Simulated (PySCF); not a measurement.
**Indirect couplings**

Molfile (atoms numbered from 1):
```
BF2H
     RDKit          3D

  4  3  0  0  0  0  0  0  0  0999 V2000
   -0.6418   -1.1184   -0.0083 F   0  0  0  0  0  0  0  0  0  0  0  0
    0.0427    0.0021   -0.0122 B   0  0  0  0  0  0  0  0  0  0  0  0
   -0.6254    1.1323    0.0031 F   0  0  0  0  0  0  0  0  0  0  0  0
    1.2450   -0.0065   -0.0283 H   0  0  0  0  0  0  0  0  0  0  0  0
  1  2  1  0
  2  3  1  0
  2  4  1  0
M  END
```

Couplings: B3LYP/pcJ-1 in PySCF 2.14, geometry PBE0-D3(BJ)/def2-SVP; gas phase, one conformer, non-relativistic. Couplings are averaged over pairs made equivalent by symmetry, fast rotation or ring inversion, so a value needn't be that of the named pair in this geometry, while other rotamers aren't included; one pair stands for each set, and the list holds those of at least 1.5 Hz over up to four bonds.

Isotopes: $^{11}$B, $^{1}$H, $^{19}$F.

```tsv
pair	bonds	J (Hz)
F1, B2	1	?
B2, H4	1	219.3
F1, F3	2	-260.9
F1, H4	2	?
```

**Question.** Estimate the withheld couplings, with signs.

**Answer.** 
- $^{1}J$(F1,B2) = -156.3 Hz (bond length 1.313 Å)
- $^{2}J$(F1,H4) = 120.8 Hz (angle at B2 121°)
